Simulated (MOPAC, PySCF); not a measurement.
C2H3F, SMILES `C(=C)F`, neutral singlet in the gas phase. 

Z-matrix (Å, degrees):
```
C
C 1 1.3174
F 1 1.3477 2 122.12
H 2 1.0800 1 119.48 3 -179.96
H 2 1.0812 4 119.01 1 -179.98
H 1 1.0823 2 126.13 4 -0.03
```
Charge 0, multiplicity 1.

All levels are single points at this geometry (B3LYP-D3(BJ)/def2-TZVP); Pople sets use spherical d functions. Orbital energies aren't observables, and empty levels follow the basis.

```csv
level,HOMO (eV),LUMO (eV),gap (eV),dipole (D),"vertical IE, Delta-SCF (eV)"
PBE-D3(BJ)/def2-TZVP in PySCF,-6.51,-0.82,5.69,1.27,10.39
TPSSh-D3(BJ)/def2-TZVP in PySCF,-7.03,-0.20,6.83,1.36,10.30
B3LYP/3-21G in PySCF,-7.09,0.71,7.80,1.27,–
B3LYP/6-311+G** in PySCF,-7.63,-0.24,7.38,1.57,–
B3LYP/6-31G* in PySCF,-7.10,0.64,7.75,1.25,10.20
M06-2X/6-31G* in PySCF,-8.74,1.85,10.59,1.36,–
PBE/6-31G* in PySCF,-6.03,-0.18,5.85,1.09,10.11
SVWN5/6-31G* in PySCF,-6.18,-0.39,5.79,1.14,10.38
HF/3-21G in PySCF,-10.43,4.95,15.39,1.81,–
HF/STO-3G in PySCF,-8.43,8.64,17.07,0.91,–
AM1 in MOPAC,-10.37,0.95,11.32,1.36,–
PM6 in MOPAC,-10.90,0.71,11.61,1.39,–
PM7 in MOPAC,-10.97,0.59,11.56,1.52,–
```
